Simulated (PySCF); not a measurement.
AlS, optimised at B3LYP/6-31G*:

```xyz
2

Al     0.0033    -0.7578     0.6947
S     -0.0033     0.7578    -0.6947
```

Method: PySCF energies (xtb for GFN2) plus ideal-gas RRHO corrections (1 bar). 6-31G* has spherical d functions here. Open shells (unrestricted): AlS (multiplicity 2). GFN2 has no spin-polarisation term. B3LYP is the form with VWN-RPA correlation.

List the harmonic frequencies (cm⁻¹, unscaled) at this level and at the other levels, each on its own geometry.


- B3LYP/6-31G*: 592
- GFN2-xTB: 679
- HF/6-31G*: 615
- PBE/def2-SVP: 609
- PBE0/def2-TZVP: 620
